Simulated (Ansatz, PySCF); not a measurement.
This Ansatz (a program for electronic structure) input computes a CAM-B3LYP/def2-TZVPD energy:

Ansatz 0.2 input:
```yaml
crystal:
  periodic: [false, false, false]
  atoms:
    - {symbol: C, position_ang: [-0.01075073, 0.64443952, -0.00020773]}
    - {symbol: C, position_ang: [1.14148505, -0.05703999, 0.00113003]}
    - {symbol: F, position_ang: [-1.11822560, -0.31777191, -0.00099264]}
    - {symbol: H, position_ang: [1.19675056, -1.15149369, 0.00151889]}
    - {symbol: H, position_ang: [2.08287389, 0.48704365, 0.00188105]}
basis:
  gaussian:
    orbitals: def2-TZVPD
hamiltonian:
  xc: {name: CAM-B3LYP}
total_charge: -1
output: {forces: true}
```

Problem. Write an input for the same energy in PySCF and say what it gives.

Solution. 
```python
from pyscf import gto, scf, dft

mol = gto.M(
    atom='''
    C    -0.01075073    0.64443952   -0.00020773
    C     1.14148505   -0.05703999    0.00113003
    F    -1.11822560   -0.31777191   -0.00099264
    H     1.19675056   -1.15149369    0.00151889
    H     2.08287389    0.48704365    0.00188105
    ''',
    basis='def2-tzvpd',
    charge=-1,
    spin=0,
    verbose=4,
)

mf = dft.RKS(mol, xc='camb3lyp').density_fit(auxbasis='def2-universal-jkfit')
mf.grids.level = 3
mf.conv_tol = 1e-9
mf.max_cycle = 100
mf.max_memory = 1500
mf.kernel()
if not mf.converged:
    mf = mf.newton()
    mf.kernel(mf.make_rdm1())
mf.analyze()
```
It gives -177.20070 Eh, and Ansatz -177.20067 Eh, a difference of 0.03 mEh, from the treatment of integrals and grids.

It need not be the lowest isomer of its formula. Whether it binds its extra electron was not tested at this geometry.
